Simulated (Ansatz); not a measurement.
in.yaml

```yaml
crystal:
  periodic: [false, false, false]
  atoms:
    - {symbol: B, position_ang: [0.000000, 0.000000, 0.848000]}
    - {symbol: B, position_ang: [0.000000, 0.000000, -0.848000]}
    - {symbol: H, position_ang: [0.000000, 0.000000, 2.023734]}
    - {symbol: H, position_ang: [0.000000, 0.000000, -2.023734]}
basis:
  gaussian: {orbitals: cc-pVDZ, occupation: {up: {"Ag": 3, "B1u": 2, "B3u": 1}, down: {"Ag": 3, "B1u": 2, "B3u": 1}}}
correlation: {method: fci, electrons: outside_noble_gas}
```

```sh
$ ansatz run in.yaml --threads 5 --pin off --events-out ev --progress --plain --max-ram 130560MiB --backend cuda --devices 0, --max-vram 75GiB
```

(1) Roughly how long does this take on 5 threads of AMD EPYC 7R13 with a whole H100 80 GB, shared host, and how much host memory?

```
650 factors; integrals over basis functions are off by at most 1.9e-7 eV
mean field evaluation 1: about -1369.5048 eV, gradient 1.2e1 eV
mean field evaluation 2: about -1370.3650 eV, gradient 3.6e-1 eV
mean field evaluation 4: about -1370.3653 eV, gradient 2.8e-2 eV
mean field evaluation 8: about -1370.3653 eV, gradient 2.8e-6 eV
mean field -1370.36534121 eV, -50.3599974223 hartree, gradient 2.8e-6 eV, S^2 0.000000; 0 other end points of the search recorded, 0 dependent functions left out; unrestricted orbitals would lower it
2 core orbitals not correlated: weight in the atoms' cores, before any rotation towards them, 1.000 or more for the frozen orbitals, at most 0.000 for the correlated occupied ones
reference -1370.36534121 eV, -50.3599974223 hartree; 4, 4 occupied and 32, 32 virtual orbitals, 650 factors
state -1375.64833807 eV, -50.5541439761 hartree
Total energy: -1375.64833807 eV, -50.5541439761 hartree
```

Natural occupations: 1.9576 1.9546 1.9417 0.9468 0.9448 0.0569 0.0568 0.0354 0.0201 0.0126 0.0086 0.0086 0.0086 0.0076 0.0056 0.0045 0.0044 0.0039 0.0036 0.0036 0.0032 0.0022 0.0016 0.0010.

## Answers

(1) 9.5 s wall and 0.92 GiB.
